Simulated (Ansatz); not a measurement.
C$_{2}$H$_{4}$FO, SMILES `[CH2]OCF` radical. The species carries charge 0 and has multiplicity 2. The geometry is a stationary point of PBE0-D4/def2-TZVP. It is one conformer, not always the lowest.

```xyz
8

C     1.154   -0.460    0.442
O     0.182    0.470    0.621
C    -0.937    0.320   -0.171
F    -0.651    0.632   -1.478
H     1.210   -0.972   -0.511
H     2.023   -0.302    1.061
H    -1.684    1.025    0.193
H    -1.298   -0.714   -0.157
```

What is the dipole moment at ωB97M-V/def2-TZVPP? (An estimate is asked.)

Computed: 1.09 D, with components (-0.55, -0.75, 0.57) D in this frame, pointing from negative to positive charge.

And with PBE, r2SCAN, B3LYP? (An estimate is asked.)

The calculation gave: PBE 0.97 D, r2SCAN 1.06 D, B3LYP 1.10 D.

Give the Mulliken charges with ωB97M-V, r2SCAN, PBE in def2-TZVPP. (An estimate is asked.)

The calculation gave: 
| atom | ωB97M-V | r2SCAN | PBE |
| --- | --- | --- | --- |
| C1 | -0.16 | -0.10 | -0.15 |
| O2 | -0.23 | -0.25 | -0.17 |
| C3 | 0.15 | 0.29 | 0.13 |
| F4 | -0.22 | -0.23 | -0.19 |
| H5 | 0.12 | 0.10 | 0.10 |
| H6 | 0.12 | 0.10 | 0.11 |
| H7 | 0.12 | 0.06 | 0.10 |
| H8 | 0.10 | 0.04 | 0.08 |

B3LYP here is the variant with VWN-RPA as its local correlation; programs differ in this.
